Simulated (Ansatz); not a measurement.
**AlBH₅ (doublet): from Hartree-Fock to the top rungs at distance Al1–H4 along a hydrogen transfer = 1.810 Å, cc-pVDZ**

Aim: climb from Hartree-Fock through coupled cluster and multireference methods for AlBH₅ (doublet) at one geometry and basis, and see what each rung misses.

Method: cc-pVDZ, core rule «outside noble gas», up to 6 orbitals frozen; program: Ansatz 0.2.0, Gaussian basis.

The runs, in order: UHF; CCSD(T) on ROHF; CCSD(T) on UHF; BCCD(T) on ROHF; CISD; CCSDT(Q) on ROHF; CCSDT(Q) on UHF; CASSCF and MRCISD+Q, 3 electrons in 3 orbitals; CASSCF and NEVPT2, 3 electrons in 3 orbitals; CASSCF and NEVPT2, 9 electrons in 9 orbitals.

8 further runs of the same task are left out: 2 for a mislabelled method, 5 that didn't finish, 1 set aside as unsound or not needed.

## 1. The system

The geometry derives from fragments relaxed apart (PBE0/def2-TZVP) and kept rigid, so it is no stationary point. A hydrogen atom is moved between rigid fragments.

7 atoms, charge 0, spin multiplicity 2.

Atoms are counted from 1 here; the program's logs count them from 0.

Bond lengths: Al1–H2 1.586 Å, Al1–H3 1.586 Å, Al1–H4 1.810 Å, B5–H6 1.191 Å, B5–H7 1.191 Å. Angles: H2–Al1–H3 120.0°, H2–Al1–H4 120.0°, H3–Al1–H4 120.0°, H6–B5–H7 129.4°.

## 2. UHF

File in.yaml:

```yaml
crystal:
  periodic: [false, false, false]
  atoms:
    - {symbol: Al, position_ang: [-1.089650, 0.000000, 0.000000]}
    - {symbol: H, position_ang: [-1.882574, 1.373384, 0.000000]}
    - {symbol: H, position_ang: [-1.882574, -1.373384, 0.000000]}
    - {symbol: H, position_ang: [0.720350, 0.000000, 0.000000]}
    - {symbol: B, position_ang: [2.451350, 0.000000, 0.000000]}
    - {symbol: H, position_ang: [2.960423, 0.000000, 1.077008]}
    - {symbol: H, position_ang: [2.960423, 0.000000, -1.077008]}
basis:
  gaussian: {orbitals: cc-pVDZ}
magnetization: {spin_polarized: true, initial_magnetization: 1}
hamiltonian: {xc: hf}
output: {orbitals: {seedname: orbitals}}
```

On the command line:

```
$ ansatz run in.yaml --threads 1 --pin off --events-out ev --progress --plain --max-ram 2393MiB
```

Further steps of the session: CCSD(T) on ROHF; CCSD(T) on UHF; BCCD(T) on ROHF; CISD; CCSDT(Q) on ROHF; CCSDT(Q) on UHF; CASSCF and MRCISD+Q, 3 electrons in 3 orbitals; CASSCF and NEVPT2, 3 electrons in 3 orbitals; CASSCF and NEVPT2, 9 electrons in 9 orbitals.

**Question.** What will the summary of the whole plan be? Wanted: UCCSDT(Q) below the RHF energy; RMP2 from UCCSDT(Q); UMP2 from UCCSDT(Q); RCCSD from UCCSDT(Q); RCCSD(T) from UCCSDT(Q); UCCSD(T) from UCCSDT(Q); RCCSDT(Q) from UCCSDT(Q); NEVPT2 pair from UCCSDT(Q); MRCISD+Q pair from UCCSDT(Q).

**Answer**, as computed:

| quantity | value |
| --- | --- |
| UCCSDT(Q) below the RHF energy | -5.7434 eV |
| RMP2 from UCCSDT(Q) | +31.44 kcal/mol |
| UMP2 from UCCSDT(Q) | +31.92 kcal/mol |
| RCCSD from UCCSDT(Q) | +3.12 kcal/mol |
| RCCSD(T) from UCCSDT(Q) | +0.76 kcal/mol |
| UCCSD(T) from UCCSDT(Q) | +0.78 kcal/mol |
| RCCSDT(Q) from UCCSDT(Q) | 0.00 kcal/mol |
| NEVPT2 pair from UCCSDT(Q) | +30.35 kcal/mol |
| MRCISD+Q pair from UCCSDT(Q) | +0.59 kcal/mol |
| NEVPT2 frontier from UCCSDT(Q) | +29.86 kcal/mol |
| levels within 1 kcal/mol (43 meV) | RCCSD(T), UCCSD(T), BCCD(T), RCCSDT, UCCSDT, RCCSDT(Q), MRCISD+Q pair |
| T1 diagnostic | 0.023 |

**Reading.** RCCSD(T) lands +0.76 kcal/mol from the yardstick (0.6 % of the correlation energy). Of the multireference levels listed MRCISD+Q pair comes nearest in total energy (+0.59 kcal/mol), which doesn't show that its space is the better one. These misses are within one basis, not against nature; the frozen cores of restricted and unrestricted runs differ, which can shift their rows.
